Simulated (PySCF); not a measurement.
Zinc-blende GaAs, treated with LNO-CCSD(T) in PySCF (GTH pseudopotentials, Gaussian basis).

The same calculation (at the measured cell, 22.584 Å³/atom) with different numerical settings; throughout: k mesh 2×2×2:

```tsv
run	basis	LNO threshold	total energy (eV/atom)
1	DZ	3e-05	-1123.8558
2	DZ	1e-05	-1123.8496
3	DZ	3e-06	-1123.8490
4	TZ	3e-05	-1124.6682
5	TZ	1e-05	-1124.6648
6	TZ	3e-06	-1124.6640
```

In the column total energy (eV/atom) the first row differs from the last by +0.8082 and the next to last by -0.0008.

The last row is no converged limit: other settings stay fixed.
